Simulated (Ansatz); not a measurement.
**Relaxing TaBe₃Al**

These are results of Ansatz, DFT PBE, scalar-relativistic, plane waves, PAW, not measurements. Cutoff 420 eV, Γ-centred k mesh, Gaussian smearing, no spin polarisation in the final step.

TaBe₃Al was placed on the cubic perovskite structure type (Pm-3m, No. 221), with Al in place of Sr, Ta in place of Ti, Be in place of O, at a guessed volume.

```
Ta Be Al
1.0
     3.72352    0.00000    0.00000
     0.00000    3.72352    0.00000
     0.00000    0.00000    3.72352
Ta Be Al
1 3 1
Direct
  0.50000 0.50000 0.50000
  0.00000 0.50000 0.50000
  0.50000 0.00000 0.50000
  0.50000 0.50000 0.00000
  0.00000 0.00000 0.00000
```

Cell and atoms relax at zero pressure; the relaxation can't lower the symmetry of the start. After a coarse first stage the cell is made exact in the group found at 0.06 Å.

Formation energies are uncorrected and refer to the elements' standard structures at the same level.

Task: Describe the relaxed structure.

Result: It keeps Pm-3m (No. 221). The result still has the cubic perovskite structure. Conventional cell: a = 4.449 Å. Ta is coordinated by 6 Be at 2.22 Å; around Be lie 2 Ta at 2.22 Å; Al is coordinated by 12 Be at 3.15 Å.

```cif
data_structure
_symmetry_space_group_name_H-M 'Pm-3m'
_symmetry_Int_Tables_number 221
_cell_length_a 4.4489
_cell_length_b 4.4489
_cell_length_c 4.4489
_cell_angle_alpha 90.000
_cell_angle_beta 90.000
_cell_angle_gamma 90.000
_cell_volume 88.06
loop_
_atom_site_label
_atom_site_type_symbol
_atom_site_symmetry_multiplicity
_atom_site_Wyckoff_symbol
_atom_site_fract_x
_atom_site_fract_y
_atom_site_fract_z
_atom_site_occupancy
Ta1 Ta 1 b 0.50000 0.50000 0.50000 1
Be1 Be 3 c 0.00000 0.50000 0.50000 1
Al1 Al 1 a 0.00000 0.00000 0.00000 1
```

Task: What are its volume, energy, density and gap?

Result: The volume per atom is 17.61 Å³ and the density is 4.43 g/cm³. The energy over the elements is 1.59 eV/atom and the gap on the 8×8×8 mesh is 0 eV (a metal).

The final run used a 8×8×8 mesh on its 5-atom cell and 0.10 eV smearing. The k mesh leaves about 4 meV/atom of noise in metals. Spin–orbit coupling is left out. Symmetry constrained the relaxation, so the result can be a saddle point. The steps took of the order of 30 core-seconds in all.

Cost: 3 runs of about 0.49 core-minutes in all, on Arm Neoverse V1 (shared hosts).